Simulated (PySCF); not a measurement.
1,2-difluoroethane, C₂H₄F₂.
SMILES: `FCCF`

Torsions of this conformer, `[F:1][CH2:2][CH2:3][F:4]`: F1–C2–C3–F4 70°.

The closed-shell ground state was solved at several levels (PySCF, density fitting, gas phase, non-relativistic). Geometry: PBE0-D3(BJ)/def2-TZVP, one conformer, isolated molecule.

```tsv
level	basis functions	HOMO (eV)	LUMO (eV)	gap (eV)	dipole (D)
B97-2/pcJ-2	300	-9.31	0.79	10.10	2.70
PBE0/aug-cc-pVTZ	276	-9.61	-0.12	9.49	2.67
B3LYP/pcJ-2	300	-9.38	0.41	9.79	2.74
PBE0/pcJ-2	300	-9.60	0.76	10.36	2.72
PBE0/pcSseg-2	200	-9.60	0.64	10.24	2.72
wB97X-D/aug-cc-pVTZ	276	-11.54	0.79	12.33	2.69
```

**Question.** Estimate the row for CAM-B3LYP/aug-cc-pVTZ, a basis of 276 functions; the other rows only guide the guess.

**Answer.** HOMO -11.15 eV, LUMO 0.17 eV, gap 11.32 eV, dipole 2.77 D.

**Question.** Over all these levels, which gives the widest orbital gap and which the narrowest?

**Answer.** wB97X-D/aug-cc-pVTZ (range-separated hybrid) has the widest, 12.33 eV, and PBE0/aug-cc-pVTZ (global hybrid, 25 % exact exchange) the narrowest, 9.49 eV. The two share the basis. From the narrowest to the widest the HOMO moves by -1.93 eV and the LUMO by +0.91 eV.

**Question.** How much does the basis alone move the frontier levels among the 3 PBE0 rows?

**Answer.** The HOMO by 0.01 eV and the LUMO by 0.88 eV. By rising basis size (HOMO, LUMO in eV): pcSseg-2 -9.60, 0.64; aug-cc-pVTZ -9.61, -0.12; pcJ-2 -9.60, 0.76.

**Question.** In the pcJ-2 basis, how does the gap go with the fixed share of exact exchange?

**Answer.** B3LYP (20 %) 9.79 eV; B97-2 (21 %) 10.10 eV; PBE0 (25 %) 10.36 eV. Each rise in the share widens the gap here.

**Question.** How far do the dipole and the HOMO energy spread over the levels?

**Answer.** The dipole runs from 2.67 to 2.77 D (mean 2.72 D) and the HOMO from -11.54 to -9.31 eV.
